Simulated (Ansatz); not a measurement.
## Worked example: correlation energy of [OH···H···H], doublet

Geometry: a point of a hydrogen-transfer path between rigid fragments, not a stationary point.

```tsv
atom	x (Å)	y (Å)	z (Å)
O	-0.1709	-0.0491	0.0000
H	-0.4202	0.8775	0.0000
H	1.1261	-0.0491	0.0000
H	2.0061	-0.0491	0.0000
```

Basis cc-pVDZ; Ansatz 0.2.0. Only valence electrons are correlated (noble-gas cores frozen), which leaves 9 electrons in 28 orbitals. Prefix R: restricted or restricted open-shell reference; prefix U: unrestricted.

Full CI isn't at hand for all of this; UCCSDTQ serves as the reference, and is uncertain by about the last step of the cluster series.

Runs differ by some tens of microhartree through their thresholds and, for an open shell, their frozen cores, so steps under 0.03 kcal/mol mean nothing.

```tsv
level	total energy (hartree)
UHF	-76.486181
UMP2	-76.680734
UCCSD	-76.703815
UCCSD(T)	-76.707321
UCCSDT	-76.707732
UCCSDT(Q)	-76.708161
UCCSDTQ	-76.708151
```

**Question.** What is the correlation energy at UCCSDTQ, and what share of it do UMP2 and UCCSD(T) recover?

**Answer.** E(corr) = -76.708151 − (-76.486181) = -0.221970 hartree = -6.040 eV. UMP2: -0.194553 / -0.221970 = 87.65 %. UCCSD(T): -0.221140 / -0.221970 = 99.63 %.

**Question.** By how many kcal/mol does UCCSD(T) miss UCCSDTQ (1 hartree = 627.509 kcal/mol), and which steps make up the rest?

**Answer.** -76.707321 − (-76.708151) = 0.000830 hartree = 0.52 kcal/mol. Steps: UCCSDT − UCCSD(T) = -0.26, UCCSDT(Q) − UCCSDT = -0.27, UCCSDTQ − UCCSDT(Q) = 0.01 kcal/mol. That is within 1 kcal/mol of the reference in this basis, which itself misses far more of the correlation at the basis-set limit.
